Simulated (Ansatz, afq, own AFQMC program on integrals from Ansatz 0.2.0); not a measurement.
**Al2, singlet in cc-pVDZ, levels against full CI**

```yaml
atoms:
  - { symbol: Al, position_ang: [0.0000, 0.0000, 0.0000] }
  - { symbol: Al, position_ang: [0.0000, 0.0000, 3.0310] }
```

Basis cc-pVDZ. Only valence electrons are correlated. Integrals, coupled cluster, full CI and functionals: Ansatz 0.2.0; the random walks run on the same integrals in our own AFQMC program. The CISD trial takes its coefficients from CCSD amplitudes. Released means that phaseless walkers are propagated on without the constraint, phases kept. ± is one standard error of the sampling.

Determinant: RHF, the one that the program's search chose, which needn't be the lowest solution. The geometry is a point of a scan.

Full CI on the same integrals is exact in this basis and with this determinant's frozen core.

Cautions: another spin lies lower; restricted determinant unstable towards unrestricted (UHF 590 meV lower, ⟨S²⟩ 1.13); the released energies are still falling, so no released level is given (meV from the phaseless value at times in 1/Eh: -3.8 ± 2.0 at 0.24, -5.1 ± 2.0 at 0.51, -9.2 ± 2.0 at 0.99, -10.9 ± 1.7 at 1.62, -16 ± 3 at 2.40); CCSDTQ on the UHF determinant differs (230 meV lower), perhaps since the unrestricted series falls towards higher spin.

* T1 diagnostic: 0.0189
* weight of the determinant in the CISD state: 0.832
* size of the correlated space: 6 electrons in 26 orbitals

```
  level  correlation energy (eV)
    MP2                  -2.2562
   CCSD                  -3.2380
CCSD(T)                  -3.3369
```

**Question.** Estimate where phaseless AFQMC with a CISD trial lies against CCSD(T) on the same integrals.

**Answer.** 13.8 ± 2.6 meV below CCSD(T).

Reference: full CI, correlation energy -3.393 eV.

```csv
level,E − E(reference) (meV),share of correlation (%)
CCSD(T),55.9,98.35
CCSDT,19.6,99.42
CCSDT(Q),7.2,99.79
CCSDTQ,1.1,99.97
ph-AFQMC/HF,18.0 ± 20.0,99.47
ph-AFQMC/CISD,42.0 ± 2.6,98.76
```

CCSDT and higher add their correlation energy to the determinant of the CCSD(T) run, since their own runs factorise the integrals more tightly (a shift of under 2 meV). A walk keeps the symmetry of its determinant, which the program's search chose and which needn't be the lowest solution, so a lower state of the same spin and another symmetry isn't excluded.
